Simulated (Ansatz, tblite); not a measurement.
# The cluster Si₂Te: competing shapes

Aim: relax the candidate shapes of the cluster Si₂Te that a cheap search turned up, and see how the levels of theory order them.

Program: Ansatz 0.2.0, Gaussian basis. Level of theory: relaxed with r2SCAN-D4/def2-TZVP, singlet. These are calculated values, not measurements.

3 further runs of the same task are left out: 3 set aside as unsound or not needed.

## (1) Starting geometry

3 atoms, charge 0, spin multiplicity 1.

Atoms are counted from 1 here; the program's logs count them from 0.

Bond lengths: Si1–Si2 2.372 Å, Si1–Te3 2.518 Å, Si2–Te3 2.519 Å. Angles: Si2–Si1–Te3 61.9°, Si1–Si2–Te3 61.9°, Si1–Te3–Si2 56.2°.

Geometry (Å):

```xyz
3

Si    1.2549   -0.6157    0.0133
Si   -0.0273    1.3459    0.3796
Te   -1.2276   -0.7302   -0.3930
```

Te takes a core potential in the def2 sets. No spin-orbit coupling is included.

A search from random starts with GFN1-xTB found 2 distinct shapes; 2 go on here. The structure above is candidate A, which lies 0.00 eV above the lowest at that level; B lies 0.64 eV above the lowest at that level.

## (2) Relaxing candidate A

in.yaml reads:

```yaml
crystal:
  periodic: [false, false, false]
  atoms:
    - {symbol: Si, position_ang: [1.254920, -0.615700, 0.013300]}
    - {symbol: Si, position_ang: [-0.027320, 1.345890, 0.379650]}
    - {symbol: Te, position_ang: [-1.227600, -0.730190, -0.392950]}
basis:
  gaussian: {orbitals: def2-TZVP}
hamiltonian: {xc: r2scan, dispersion: d4}
scf: {lower_state_search: "off"}
output: {orbitals: {seedname: orbitals}}
relax: {f_tol: 0.02, max_steps: 100}
```

Launch:

```console
ansatz run in.yaml --threads 2 --pin off --events-out ev --progress --plain --max-ram 32768MiB --backend cpu
```

What it wrote, cut to the lines that bear on the results:

```text
Functional definition: r2SCAN
  name "r2SCAN"
  cite "Furness, Kaplan, Ning, Perdew & Sun, J. Phys. Chem. Lett. 11, 8208 (2020) doi:10.1021/acs.jpclett.0c02405"
  cite "Furness, Kaplan, Ning, Perdew & Sun, J. Phys. Chem. Lett. 11, 9248 (2020) doi:10.1021/acs.jpclett.0c03077"
  parent r2scan
[...]
890 factors; their error is unknown
[...]
mean field -23049.48891806 eV, -847.0530942339 hartree, gradient 3.0e-6 eV, S^2 0.000000; 0 other end points of the search recorded, 0 dependent functions left out
[...]
reference -23049.48892674 eV, -847.0530945530 hartree; 26, 26 occupied and 98, 98 virtual orbitals, 890 factors
relax step   1: F+E_penalty+E_count = -23049.51555719 eV  Δ(F+E_penalty+E_count) = +0.000e0 eV  max|allowed force component| = 5.123e-1 eV/Å  Δτ_max = 0.0000 Å  (17 SCF iters, accepted)
[...]
relax step   3: F+E_penalty+E_count = -23049.53281835 eV  Δ(F+E_penalty+E_count) = -6.815e-3 eV  max|allowed force component| = 8.926e-2 eV/Å  Δτ_max = 0.0186 Å  (23 SCF iters, accepted)
[...]
relax step   4: F+E_penalty+E_count = -23049.53339445 eV  Δ(F+E_penalty+E_count) = -5.761e-4 eV  max|allowed force component| = 1.362e-3 eV/Å  Δτ_max = 0.0059 Å  (23 SCF iters, accepted)
Total energy: -23049.53340312 eV, -847.0547290299 hartree
Atom 0 at     1.250567    -0.637123     0.006536 Å, force     0.000970    -0.000090     0.000120 eV/Å
Atom 1 at    -0.049843     1.350832     0.377670 Å, force     0.000391     0.000959     0.000332 eV/Å
Atom 2 at    -1.200724    -0.713709    -0.384206 Å, force    -0.001362    -0.000869    -0.000453 eV/Å
Dipole moment:    -0.050280    -0.029890    -0.016089 e Å
Checks for a lower state left out: stability, starts, cluster_reference, orbital_swaps, neighbouring_geometries, increment
```

Run time: 6.5 s. Hardware: 2 threads of AMD EPYC 7R13, shared host.

Relaxation path:

```tsv
step	energy from step 1 (eV)	largest force component (eV/Å)
1	0.0000	0.5123
2	-0.0104	0.4082
3	-0.0173	0.0893
4	-0.0178	0.0014
```

Close pairs (by a distance rule), those that changed most:

```tsv
bond	before (Å)	after (Å)	change (Å)
Si2–Te3	2.519	2.483	-0.036
Si1–Te3	2.518	2.483	-0.035
Si1–Si2	2.372	2.404	+0.032
```

## (3) Relaxing candidate B

in.yaml reads:

```yaml
crystal:
  periodic: [false, false, false]
  atoms:
    - {symbol: Si, position_ang: [0.027460, -0.011610, 0.014400]}
    - {symbol: Si, position_ang: [1.895420, -0.434310, 1.153090]}
    - {symbol: Te, position_ang: [-1.922880, 0.445920, -1.167480]}
basis:
  gaussian: {orbitals: def2-TZVP}
hamiltonian: {xc: r2scan, dispersion: d4}
scf: {lower_state_search: "off"}
output: {orbitals: {seedname: orbitals}}
relax: {f_tol: 0.02, max_steps: 100}
```

Same command.

What it wrote, cut to the lines that bear on the results:

```text
Functional definition: r2SCAN
  name "r2SCAN"
  cite "Furness, Kaplan, Ning, Perdew & Sun, J. Phys. Chem. Lett. 11, 8208 (2020) doi:10.1021/acs.jpclett.0c02405"
  cite "Furness, Kaplan, Ning, Perdew & Sun, J. Phys. Chem. Lett. 11, 9248 (2020) doi:10.1021/acs.jpclett.0c03077"
  parent r2scan
[...]
890 factors; their error is unknown
[...]
mean field -23047.84586383 eV, -846.9927131047 hartree, gradient 9.8e-7 eV, S^2 0.000000; 0 other end points of the search recorded, 0 dependent functions left out
[...]
reference -23047.84587269 eV, -846.9927134304 hartree; 26, 26 occupied and 98, 98 virtual orbitals, 890 factors
relax step   1: F+E_penalty+E_count = -23047.87183000 eV  Δ(F+E_penalty+E_count) = +0.000e0 eV  max|allowed force component| = 3.255e-1 eV/Å  Δτ_max = 0.0000 Å  (35 SCF iters, accepted)
[...]
relax step   2: F+E_penalty+E_count = -23047.87640511 eV  Δ(F+E_penalty+E_count) = -4.575e-3 eV  max|allowed force component| = 1.210e-1 eV/Å  Δτ_max = 0.0238 Å  (23 SCF iters, accepted)
[...]
relax step   3: F+E_penalty+E_count = -23047.87699962 eV  Δ(F+E_penalty+E_count) = -5.945e-4 eV  max|allowed force component| = 8.372e-3 eV/Å  Δτ_max = 0.0055 Å  (25 SCF iters, accepted)
Total energy: -23047.87700847 eV, -846.9938576493 hartree
Atom 0 at     0.022929    -0.009828     0.011966 Å, force     0.008372    -0.000498     0.005713 eV/Å
Atom 1 at     1.884564    -0.432171     1.146334 Å, force    -0.006619     0.000782    -0.004347 eV/Å
Atom 2 at    -1.907492     0.442000    -1.158290 Å, force    -0.001753    -0.000284    -0.001366 eV/Å
Dipole moment:     0.047317    -0.011977     0.028295 e Å
Checks for a lower state left out: stability, starts, cluster_reference, orbital_swaps, neighbouring_geometries, increment
```

It took 4.9 s on 2 threads of AMD EPYC 7R13, shared host.

The steps of the relaxation:

```tsv
step	energy from step 1 (eV)	largest force component (eV/Å)
1	0.0000	0.3255
2	-0.0046	0.1210
3	-0.0052	0.0084
```

Distances of close pairs at the start and the end, largest changes first:

```tsv
bond	before (Å)	after (Å)	change (Å)
Si1–Te3	2.326	2.302	-0.024
Si1–Si2	2.228	2.221	-0.008
```

## (4) The relaxed candidates

```tsv
candidate	point group	bonds (count, mean Å)	energy above the lowest (kcal/mol)
A	C2v	Si–Te 2, 2.48; Si–Si 1, 2.40	0.0
B	Cinfv	Si–Si 1, 2.22; Si–Te 1, 2.30	38.2
```

## (5) Candidate B, GFN1-xTB

Tight binding, by tblite at 300 K electronic temperature and without a spin-polarisation term:

```python
tblite.interface.Calculator('GFN1-xTB', numbers, positions, charge=0, uhf=0).singlepoint()
```

Energy -198.9963 eV, HOMO -8.74 eV, LUMO -6.36 eV; 0.002 s.

## (6) Candidate B, GFN2-xTB

Tight binding, by tblite at 300 K electronic temperature and without a spin-polarisation term:

```python
tblite.interface.Calculator('GFN2-xTB', numbers, positions, charge=0, uhf=0).singlepoint()
```

Energy -175.2181 eV, HOMO -6.27 eV, LUMO -4.44 eV; 0.004 s.

## (7) Candidate B, PBE0-D4/def2-TZVP

start.molden holds the orbitals of an earlier run on this state, given as this run's starting guess.

in.yaml reads:

```yaml
crystal:
  periodic: [false, false, false]
  atoms:
    - {symbol: Si, position_ang: [0.022929, -0.009828, 0.011966]}
    - {symbol: Si, position_ang: [1.884564, -0.432171, 1.146334]}
    - {symbol: Te, position_ang: [-1.907492, 0.442000, -1.158290]}
basis:
  gaussian: {orbitals: def2-TZVP, initial_orbitals: start.molden}
hamiltonian: {xc: pbe0, dispersion: d4}
scf: {omitted_lower_state_checks: [starts]}
output: {orbitals: {seedname: orbitals}}
```

Same command.

What it wrote, cut to the lines that bear on the results:

```text
Functional definition: PBE0
  name "PBE0"
  cite "Adamo & Barone, J. Chem. Phys. 110, 6158 (1999) doi:10.1063/1.478522"
  cite "Perdew, Burke & Ernzerhof, Phys. Rev. Lett. 77, 3865 (1996) doi:10.1103/PhysRevLett.77.3865"
  parent pbe
[...]
974 factors; their error is unknown
[...]
mean field -23040.15717717 eV, -846.7101590816 hartree, gradient 6.6e-6 eV, S^2 0.000000; 0 other end points of the search recorded, 0 dependent functions left out
reference -23040.15719962 eV, -846.7101599067 hartree; 26, 26 occupied and 98, 98 virtual orbitals, 974 factors
Total energy: -23040.27085656 eV, -846.7143367222 hartree
Checks for a lower state left out: starts
```

It took 9 s on 2 threads of AMD EPYC 7R13, shared host.

Report: HOMO -5.65 eV, LUMO -4.51 eV.

## (8) Candidate B, PBE-D4/def2-TZVP

in.yaml, as its differences from that of step 7:

```diff
@@ -8,4 +8,4 @@
   gaussian: {orbitals: def2-TZVP, initial_orbitals: start.molden}
-hamiltonian: {xc: pbe0, dispersion: d4}
+hamiltonian: {xc: pbe, dispersion: d4}
 scf: {omitted_lower_state_checks: [starts]}
-output: {orbitals: {seedname: orbitals}}
+output: {forces: true, orbitals: {seedname: orbitals}}
```

The command is unchanged.

What it wrote, cut to the lines that bear on the results:

```text
Functional definition: PBE
  name "PBE"
  cite "Perdew, Burke & Ernzerhof, Phys. Rev. Lett. 77, 3865 (1996) doi:10.1103/PhysRevLett.77.3865"
  parent pbe
[...]
890 factors; their error is unknown
[...]
mean field -23038.64595292 eV, -846.6546226145 hartree, gradient 6.7e-6 eV, S^2 0.000000; 0 other end points of the search recorded, 0 dependent functions left out
[...]
reference -23038.64598284 eV, -846.6546237144 hartree; 26, 26 occupied and 98, 98 virtual orbitals, 890 factors
Total energy: -23038.77704973 eV, -846.6594403336 hartree
Atom 0 at     0.022929    -0.009828     0.011966 Å, force     0.179841    -0.041858     0.109125 eV/Å
Atom 1 at     1.884564    -0.432171     1.146334 Å, force     0.117156    -0.027127     0.071150 eV/Å
Atom 2 at    -1.907492     0.442000    -1.158290 Å, force    -0.296997     0.068985    -0.180274 eV/Å
Dipole moment:     0.034117    -0.008792     0.020332 e Å
Checks for a lower state left out: starts
```

Wall time 3.9 s (2 threads of AMD EPYC 7R13, shared host).

Report: HOMO -4.78 eV, LUMO -5.15 eV. Doubts: an empty level lies below a filled one.

## (9) Candidate B, r2SCAN-D4/def2-TZVP

in.yaml, as its differences from that of step 8:

```diff
@@ -8,4 +8,4 @@
   gaussian: {orbitals: def2-TZVP, initial_orbitals: start.molden}
-hamiltonian: {xc: pbe, dispersion: d4}
+hamiltonian: {xc: r2scan, dispersion: d4}
 scf: {omitted_lower_state_checks: [starts]}
-output: {forces: true, orbitals: {seedname: orbitals}}
+output: {orbitals: {seedname: orbitals}}
```

Same command.

What it wrote, cut to the lines that bear on the results:

```text
Functional definition: r2SCAN
  name "r2SCAN"
  cite "Furness, Kaplan, Ning, Perdew & Sun, J. Phys. Chem. Lett. 11, 8208 (2020) doi:10.1021/acs.jpclett.0c02405"
  cite "Furness, Kaplan, Ning, Perdew & Sun, J. Phys. Chem. Lett. 11, 9248 (2020) doi:10.1021/acs.jpclett.0c03077"
  parent r2scan
[...]
890 factors; their error is unknown
[...]
mean field -23047.85095855 eV, -846.9929003323 hartree, gradient 1.6e-6 eV, S^2 0.000000; 0 other end points of the search recorded, 0 dependent functions left out
reference -23047.85096741 eV, -846.9929006576 hartree; 26, 26 occupied and 98, 98 virtual orbitals, 890 factors
Total energy: -23047.87700847 eV, -846.9938576493 hartree
Checks for a lower state left out: starts
```

Run time: 8 s. Hardware: 2 threads of AMD EPYC 7R13, shared host.

Report: HOMO -4.98 eV, LUMO -5.19 eV. Doubts: an empty level lies below a filled one.

## (10) Candidate B, B3LYP-D4/def2-TZVP

in.yaml, as its differences from that of step 9:

```diff
@@ -8,3 +8,3 @@
   gaussian: {orbitals: def2-TZVP, initial_orbitals: start.molden}
-hamiltonian: {xc: r2scan, dispersion: d4}
+hamiltonian: {xc: {name: B3LYP}, dispersion: d4}
 scf: {omitted_lower_state_checks: [starts]}
```

The command is unchanged.

What it wrote, cut to the lines that bear on the results:

```text
Functional definition: B3LYP
  name "B3LYP"
  cite "Stephens, Devlin, Chabalowski & Frisch, J. Phys. Chem. 98, 11623 (1994) doi:10.1021/j100096a001"
  cite "Becke, Phys. Rev. A 38, 3098 (1988) doi:10.1103/PhysRevA.38.3098"
  cite "Lee, Yang & Parr, Phys. Rev. B 37, 785 (1988) doi:10.1103/PhysRevB.37.785"
  cite "Vosko, Wilk & Nusair, Can. J. Phys. 58, 1200 (1980) doi:10.1139/p80-159"
[...]
945 factors; their error is unknown
[...]
mean field -23049.92738127 eV, -847.0692074599 hartree, gradient 1.6e-6 eV, S^2 0.000000; 0 other end points of the search recorded, 0 dependent functions left out
reference -23049.92758142 eV, -847.0692148153 hartree; 26, 26 occupied and 98, 98 virtual orbitals, 945 factors
Total energy: -23050.14723553 eV, -847.0772869548 hartree
Checks for a lower state left out: starts
```

Wall time 6.5 s (2 threads of AMD EPYC 7R13, shared host).

HOMO -5.42 eV, LUMO -4.58 eV.

## (11) Candidate B, LDA/def2-TZVP

in.yaml, as its differences from that of step 10:

```diff
@@ -8,3 +8,3 @@
   gaussian: {orbitals: def2-TZVP, initial_orbitals: start.molden}
-hamiltonian: {xc: {name: B3LYP}, dispersion: d4}
+hamiltonian: {xc: lda}
 scf: {omitted_lower_state_checks: [starts]}
```

Launched as before.

What it wrote:

```text
Functional definition: SPW92
  name "SPW92"
  cite "Dirac, Proc. Camb. Phil. Soc. 26, 376 (1930) doi:10.1017/S0305004100016108"
  cite "Slater, Phys. Rev. 81, 385 (1951) doi:10.1103/PhysRev.81.385"
  cite "Perdew & Wang, Phys. Rev. B 45, 13244 (1992) doi:10.1103/PhysRevB.45.13244"
  exchange = slater_x
  correlation = pw_c
these checks for a lower state are left out or cut short: starts
890 factors; their error is unknown
mean field evaluation 1: about -22973.4934 eV, gradient 2.0e1 eV
mean field evaluation 2: about -22973.7513 eV, gradient 3.7e-1 eV
mean field evaluation 4: about -22973.6221 eV, gradient 5.2e-1 eV
mean field evaluation 8: about -22973.6222 eV, gradient 2.1e-5 eV
mean field evaluation 16: about -22973.6222 eV, gradient 3.3e-5 eV
mean field -22973.62223080 eV, -844.2650449014 hartree, gradient 5.7e-6 eV, S^2 0.000000; 0 other end points of the search recorded, 0 dependent functions left out
reference -22973.62225909 eV, -844.2650459411 hartree; 26, 26 occupied and 98, 98 virtual orbitals, 890 factors
Total energy: -22973.62225909 eV, -844.2650459411 hartree
Checks for a lower state left out: starts
```

It took 1.9 s on 2 threads of AMD EPYC 7R13, shared host.

Report: HOMO -4.90 eV, LUMO -5.34 eV. Doubts: an empty level lies below a filled one.

## (12) Candidate B, CCSD(T)/def2-TZVPP

in.yaml, as its differences from that of step 11:

```diff
@@ -7,4 +7,4 @@
 basis:
-  gaussian: {orbitals: def2-TZVP, initial_orbitals: start.molden}
-hamiltonian: {xc: lda}
+  gaussian: {orbitals: def2-TZVPP, initial_orbitals: start.molden}
+correlation: {method: ccsd_t}
 scf: {omitted_lower_state_checks: [starts]}
```

Same command.

What it wrote, cut to the lines that bear on the results:

```text
Functional definition: HF
  name "HF"
  cite "Fock, Z. Phys. 61, 126 (1930) doi:10.1007/BF01340294"
  parent pbe
[...]
980 factors; integrals over basis functions are off by at most 8.3e-4 eV
[...]
mean field -22987.92273245 eV, -844.7905786438 hartree, gradient 2.5e-6 eV, S^2 0.000000; 1 other end points of the search recorded, 0 dependent functions left out; unrestricted orbitals would lower it
14 core orbitals not correlated: weight in the atoms' cores, before any rotation towards them, 1.000 or more for the frozen orbitals, at most 0.000 for the correlated occupied ones
reference -22987.92273245 eV, -844.7905786438 hartree; 12, 12 occupied and 108, 108 virtual orbitals, 980 factors
second order -17.75297933 eV of doubles, -0.00000000 eV of singles
cycle   1  -16.88557738 eV  change    8.7e-1 eV  update   1.5e-1
[...]
cycle  13  -17.62219921 eV  change    6.0e-6 eV  update   1.5e-5
perturbative correction -0.85738570 eV, -0.0315083432 hartree
Total energy: -23006.40231735 eV, -845.4696908632 hartree
Checks for a lower state left out: starts
```

Run time: 11 s. Hardware: 2 threads of AMD EPYC 7R13, shared host; peak memory 0.57 GiB.

From the report: Hartree-Fock HOMO -7.40 eV, LUMO -1.58 eV; T1 0.027. Doubts: large T1 diagnostic, restricted state is unstable towards broken spin symmetry.

## (13) B against A

The energies of A at these levels come from its own runs, whose logs aren't repeated here.

```tsv
level	B above A (kcal/mol)	time
GFN1-xTB	+16.1	0.004 s
GFN2-xTB	+8.3	0.008 s
HF/def2-TZVPP†	+39.9	
LDA/def2-TZVP†	+39.8	2.6 s
PBE-D4/def2-TZVP†	+38.3	4.9 s
r2SCAN-D4/def2-TZVP†	+38.2	10 s
B3LYP-D4/def2-TZVP	+37.5	8 s
PBE0-D4/def2-TZVP	+41.6	11 s
MP2/def2-TZVPP†	+43.0	
CCSD/def2-TZVPP†	+39.5	
CCSD(T)/def2-TZVPP†	+38.4	18 s
```

Times add the two runs; a level without a time comes out of a correlated run. † marks a level with a doubtful state (flagged, unstable, out of aufbau order, or strongly spin-contaminated); such levels are left out of the summary. CCSD(T)/def2-TZVPP is no safe reference here (large T1 diagnostic).

## (14) What came out

```
                                                         quantity                    value
B above A, range of the levels free of doubt, tight binding aside  +37.5 to +41.6 kcal/mol
                                          levels that put B lower                     none
```

What this shows: All levels free of doubt put A (C2v) below B (Cinfv), by 8.3 to 41.6 kcal/mol. A random search of this size may have missed the true lowest shape. Only singlets are compared; another spin may lie lower and prefer another shape.
